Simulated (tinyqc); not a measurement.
Worked calculation: harmonic frequencies on the RHF/sto-3g surface (energies and gradients from PySCF), for H2O, spin multiplicity 1. One step of it, computed by the program tinyqc.

Question. Normal modes. Diagonalise H_ij / sqrt(m_i m_j); the 6 smallest eigenvalues belong to translations and rotations; wavenumber = sqrt(eigenvalue / 1822.888) x 219474.63; each mode has its largest component positive (the first on a tie); zero-point energy = sum of wavenumbers / 2, with 349.755 1/cm per kcal/mol.

Hessian (symmetrised) (hartree/bohr^2), lower triangle:
```
,1Ox,1Oy,1Oz,2Hx,2Hy,2Hz,3Hx,3Hy,3Hz
1Ox,0.00034217
1Oy,-0.00354467,0.80390753
1Oz,0.01395071,-0.00220730,0.63458712
2Hx,-0.00011384,-0.00559739,-0.00587229,0.00010528
2Hy,-0.00294381,-0.40943664,-0.21507814,0.00409394,0.44636540
2Hz,-0.00534688,-0.33587154,-0.30987125,0.00523213,0.27474459,0.29254612
3Hx,-0.00022656,0.00914206,-0.00807858,0.00000767,-0.00115017,0.00011484,0.00021800
3Hy,0.00648849,-0.39447195,0.21728548,0.00150345,-0.03692826,0.06112684,-0.00799189,0.43140076
3Hz,-0.00860384,0.33807880,-0.32472037,0.00064017,-0.05966688,0.01732737,0.00796375,-0.27841185,0.30739527
```

masses (u): 1O 15.994915, 2H 1.007825, 3H 1.007825

Give: eigenvalues of the mass-weighted Hessian; harmonic wavenumbers of the vibrations; mass-weighted modes; zero-point energy.

Answer.

eigenvalues of the mass-weighted Hessian (hartree/(bohr^2 u)): 0.0000  0.0000  0.0000  0.0000  0.0000  0.0000  0.1782  0.6486  0.7297

harmonic wavenumbers of the vibrations (1/cm): 2169.9  4140.1  4391.1

mass-weighted modes:
```
,mode 1,mode 2,mode 3
1Ox,-0.0058,-0.0045,0.0012
1Oy,-0.0036,-0.0028,-0.2624
1Oz,-0.2644,-0.2048,0.0035
2Hx,0.0136,0.0063,0.0072
2Hy,-0.4259,0.5644,0.5287
2Hz,0.5324,0.4005,0.4313
3Hx,0.0095,0.0115,-0.0120
3Hy,0.4402,-0.5534,0.5168
3Hz,0.5208,0.4155,-0.4453
```

zero-point energy = 15.2979 kcal/mol
